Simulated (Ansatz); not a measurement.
A nudged elastic band was laid between two geometries of FH3Si + H2S (8 atoms, charge 0, multiplicity 1).

Method: RKS PBE0-D4/6-31G* in Ansatz.

```json
{
  "movable images": "9",
  "climbing image": "yes",
  "spring": "5.0 eV/Å²",
  "optimiser": "quadratic models (default)",
  "start path": "through a guess of the saddle point",
  "force threshold": "0.05 eV/Å",
  "iteration limit": "60",
  "end points": "relaxed"
}
```

Initial state:

```xyz
8
Properties=species:S:1:pos:R:3
Si 0.418 0.065 -0.166
F 0.171 -0.165 1.417
H 1.881 -0.014 -0.419
H -0.090 1.405 -0.551
H -0.282 -1.003 -0.924
S -3.249 0.091 1.078
H -3.338 -1.239 0.894
H -2.100 -0.014 1.771
```

Final state:

```xyz
8
Properties=species:S:1:pos:R:3
Si -0.410 -0.083 -0.530
F -0.288 0.657 2.635
H 0.579 -0.929 0.181
H -0.049 1.352 -0.474
H -0.532 -0.538 -1.941
S -2.346 -0.189 0.440
H -2.419 -1.533 0.498
H -1.123 0.390 2.292
```

Q: Which bonds break or form, and what moves?

A: Bonds broken: Si1–F2, S6–H8. Bonds formed: Si1–S6, F2–H8. FH3Si + H2S becomes FH + H4SSi.

Q: Give the energies along the band, and the barrier.

A: The forces met the threshold. The highest image is number 6 of 0 to 10, 1.74 eV above the first end and 1.06 eV above the last; the last end lies 0.69 eV above the first. A vibrational analysis at the climbing image gives one clearly imaginary mode, 582i cm⁻¹: a first-order saddle point. The orbitals stay closed-shell, which can raise the energy where a bond breaks towards radicals; this wasn't checked here.

| image | path coordinate (Å) | energy (eV) | Si1–F2 (Å) | S6–H8 (Å) | Si1–S6 (Å) |
| --- | --- | --- | --- | --- | --- |
| 0 | 0.00 | 0.00 | 1.62 | 1.35 | 3.87 |
| 1 | 0.38 | 0.00 | 1.62 | 1.34 | 3.76 |
| 2 | 0.76 | 0.04 | 1.62 | 1.35 | 3.51 |
| 3 | 1.13 | 0.19 | 1.63 | 1.35 | 3.19 |
| 4 | 1.51 | 0.59 | 1.66 | 1.36 | 2.88 |
| 5 | 1.89 | 1.25 | 1.75 | 1.44 | 2.60 |
| 6 | 2.27 | 1.74 | 1.94 | 1.69 | 2.44 |
| 7 | 2.79 | 1.38 | 2.36 | 1.93 | 2.27 |
| 8 | 3.32 | 0.91 | 2.80 | 2.09 | 2.19 |
| 9 | 3.84 | 0.71 | 3.18 | 2.25 | 2.17 |
| 10 | 4.36 | 0.69 | 3.25 | 2.29 | 2.17 |

Q: What is the geometry of the highest image?

A: 
```xyz
8
Properties=species:S:1:pos:R:3
Si -0.222 0.030 -0.148
F -0.167 0.064 1.794
H 1.210 -0.358 0.030
H -0.279 1.454 -0.552
H -0.640 -0.902 -1.238
S -2.513 0.041 0.681
H -2.707 -1.291 0.709
H -1.270 0.089 1.825
```

Q: What are the harmonic wavenumbers there?

A: 582i, 154, 338, 354, 425, 544, 716, 757, 861, 970, 1011, 1091, 1116, 1651, 2208, 2230, 2307, 2737 cm⁻¹.

Time of the run: 4.8 min on 1 thread of Arm Neoverse V1, with other jobs on the host, peak memory 0.12 GiB.
